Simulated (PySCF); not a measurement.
Molecule: SMILES O(CCC)CC, C₅H₁₂O.

Mapped SMILES: `[CH3:1][CH2:2][CH2:3][O:4][CH2:5][CH3:6]` (H(Xn): hydrogen on atom n).

Geometry PBE0-D3(BJ)/def2-SVP throughout; GIAO in PySCF 2.14, gas phase, one conformer, non-relativistic; equivalent atoms averaged; basis pcSseg-1.

Problem. How do the shifts δ (against TMS, H2O at the same level) depend on the functional? (a selection of nuclei; ppm; last column core-seconds on shared hosts with different chips, so compare them loosely)

Solution. 
```
functional                    kind    C3    C5    C1    O4  H(C5)  H(C3)  H(C2)  H(C6)  H(C1)  core-s
        HF            Hartree–Fock  67.3  60.8  11.6  23.2   2.93   2.76   1.49   1.27   0.90     7.3
       LDA                     LDA  82.1  73.0   9.2  75.6   3.53   3.36   1.66   1.23   0.89      20
       PBE                     GGA  79.5  71.4  11.4  72.8   3.44   3.28   1.62   1.23   0.91      24
      BLYP                     GGA  81.1  72.9  12.2  79.1   3.45   3.30   1.64   1.25   0.95      24
      BP86                     GGA  79.4  71.5  11.5  68.2   3.44   3.29   1.61   1.23   0.91      24
      OPBE                     GGA  74.5  67.7  12.0  62.3   3.35   3.18   1.58   1.20   0.89      26
       KT2                     GGA  77.5  69.9  11.2  67.1   3.42   3.25   1.60   1.22   0.91      20
       KT3                     GGA  75.8  68.8  12.4  68.2   3.35   3.18   1.59   1.22   0.92      21
     B97-D                     GGA  77.7  70.3  12.4  67.1   3.42   3.27   1.62   1.25   0.94      19
     B3LYP           global hybrid  78.0  70.2  11.8  64.4   3.31   3.15   1.59   1.24   0.92      13
      PBE0           global hybrid  75.8  68.3  11.3  55.5   3.26   3.09   1.56   1.22   0.89      28
  mPW1PW91           global hybrid  75.5  68.1  11.5  54.2   3.24   3.08   1.55   1.22   0.88      13
      WP04           global hybrid  76.1  69.8  13.6  51.9   3.13   3.00   1.50   1.18   0.86      25
     B97-2           global hybrid  75.1  67.9  11.9  54.7   3.25   3.10   1.56   1.23   0.90      11
 BHandHLYP           global hybrid  74.0  66.7  11.6  48.0   3.13   2.97   1.55   1.25   0.90      12
 CAM-B3LYP  range-separated hybrid  76.9  69.1  11.1  57.6   3.26   3.11   1.58   1.25   0.91      16
   wB97X-D  range-separated hybrid  75.2  67.9  11.5  48.5   3.22   3.07   1.54   1.23   0.88      16
   LC-wPBE  range-separated hybrid  73.6  66.4  10.8  41.5   3.17   3.02   1.52   1.22   0.86      24
```

Problem. Which nucleus among those listed moves most, in ppm?

Solution. O4 (ether oxygen): from 23.2 ppm with HF to 79.1 ppm with BLYP. The smallest spread is 0.09 ppm, at H(C6). Proton shifts span only some 12 ppm, so a few tenths of a ppm matter as much there as several ppm in carbon.
